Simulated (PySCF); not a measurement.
Work out the structure from these simulated measurements.

Elements present: C, H and N. Monoisotopic mass: 70.0651 u (electron mass counted); charge +1.

* Rotational structure: rotational constants A, B, C: 19.371, 2.311, 2.149 GHz [GFN2-xTB]
* Couplings: largest of the computed one-bond spin–spin couplings (means over like bonds): 13C–1H +155.7 (×2), 13C–1H +146.6 (×3), 13C–1H +141.1 (×3), 13C–13C +77.6, 15N–13C -76.0, 13C–13C +32.5, 15N–13C -14.1 Hz [B3LYP/pcJ-1, spin–dipole term left out for some pairs]
* NMR, other nuclei: isotropic shieldings of nuclei other than C and H, by class: 86 (1 N) ppm [GIAO PBE0/pcSseg-1]
* 1H NMR: chemical shifts (computed TMS as zero) by class: 4.19 (2 H), 3.26 (3 H), 1.98 (3 H) ppm [GIAO PBE0/pcSseg-1]
* 13C NMR: chemical shifts (computed TMS as zero) by class: 118.7 (1 C), 36.3 (1 C), 17.4 (1 C), -1.2 (1 C) ppm [GIAO PBE0/pcSseg-1]

Electronic properties: PySCF, gas phase, density fitting. Levels stand in brackets. Geometry: GFN2-xTB; no solvent, vibrations or thermal averaging. GFN2-xTB frequencies show an imaginary mode (33i cm⁻¹), so this geometry is no minimum at that level. Each NMR value is the plain mean over a class of atoms that symmetry, rotation or inversion makes alike.

Problem. Which formula fits the mass and the elements?

Solution. C4H8N (calculated 70.0651). No other formula that holds each of these elements comes within 0.0003 u with a fitting electron parity and a possible valence count.

Problem. What is the compound? Reason from the data.

Solution. Numbering: `[CH3:1][C:2]#[N+:3][CH2:4][CH3:5]`. 4 carbons fall into 4 classes; from least to most shielded: triply bonded carbon [C2] (118.7 ppm), sp3 carbon bound to nitrogen [C4] (36.3 ppm), methyl carbon [C5] (17.4 ppm), methyl carbon [C1] (-1.2 ppm). Hydrogen classes from least to most shielded: 2 H on an sp3 carbon bound to nitrogen, C4 (4.19 ppm), 3 H on a methyl carbon, C1 (3.26 ppm), 3 H on a methyl carbon, C5 (1.98 ppm). The other shieldings belong to: 86 ppm, nitrogen bonded to 2 C [N3]. The couplings run between: +155.7 Hz, sp3 carbon bound to nitrogen [C4] and its hydrogen (with 1 like pair); +146.6 Hz, methyl carbon [C1] and its hydrogen (with 2 like pairs); +141.1 Hz, methyl carbon [C5] and its hydrogen (with 2 like pairs); +77.6 Hz, methyl carbon [C1] and triply bonded carbon [C2]; -76.0 Hz, nitrogen bonded to 2 C [N3] and triply bonded carbon [C2]; +32.5 Hz, sp3 carbon bound to nitrogen [C4] and methyl carbon [C5]; -14.1 Hz, nitrogen bonded to 2 C [N3] and sp3 carbon bound to nitrogen [C4]. By its constants the optimised geometry is an asymmetric top. Structure: `CC#[N+]CC`. The assignments are read from this structure; whether some other isomer fits the data as well wasn't checked.
